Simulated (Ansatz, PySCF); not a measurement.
System: C3H7O, charge 0, multiplicity 2. It need not be the lowest isomer of its formula. SMILES: CC(C)[O]
Geometry: optimised at B3LYP-D3(BJ)/def2-TZVP (Ansatz, a first-principles code).

Property: atomisation energy (electronic, to ground-state atoms), in kJ/mol. Cores are frozen in the correlated levels unless marked. Open shells are spin-unrestricted. No spin-orbit coupling. No relativistic terms. The coupled-cluster limit lacks core correlation, which all-electron functionals hold. CBS marks a two-point X^-3 extrapolation of the correlation energy; Hartree-Fock from the larger set. [CCSD(T)-MP2]/basis is that difference in the basis named.

| level | program | atomisation energy (kJ/mol) | minus last row |
|---|---|---|---|
| HF/cc-pVQZ | Ansatz | 3115.7 | -1047.3 |
| HF-D4/def2-TZVPD | PySCF + dftd4 | 3167.7 | -995.3 |
| PBE/def2-TZVPD | Ansatz | 4246.4 | 83.4 |
| PBE-D4/def2-TZVPD | Ansatz + dftd4 | 4261.8 | 98.8 |
| r2SCAN/def2-TZVPD | Ansatz | 4184.0 | 21.0 |
| B3LYP-D3(BJ)/def2-TZVPD | Ansatz + dftd3 | 4179.1 | 16.1 |
| PBE0/STO-3G | Ansatz | 4944.8 | 781.8 |
| TPSSh/def2-TZVPD | PySCF | 4176.6 | 13.6 |
| r2SCANh-D4/def2-TZVPD | Ansatz + dftd4 | 4166.2 | 3.2 |
| CAM-B3LYP-D3(BJ)/def2-TZVPD | Ansatz + dftd3 | 4192.2 | 29.2 |
| B2GP-PLYP-D3(BJ)/def2-TZVPD | Ansatz + dftd3 | 4108.9 | -54.1 |
| B2GP-PLYP-D4/def2-TZVPD | Ansatz + dftd4 | 4106.5 | -56.5 |
| PBE-QIDH/def2-TZVPD | Ansatz | 4132.1 | -30.9 |
| CCSD(T)/cc-pVDZ | Ansatz | 3870.2 | -292.8 |
| RI-MP2/CBS(cc-pVTZ,cc-pVQZ)+[CCSD(T)-MP2]/cc-pVDZ | Ansatz | 4163.0 | 0.0 |
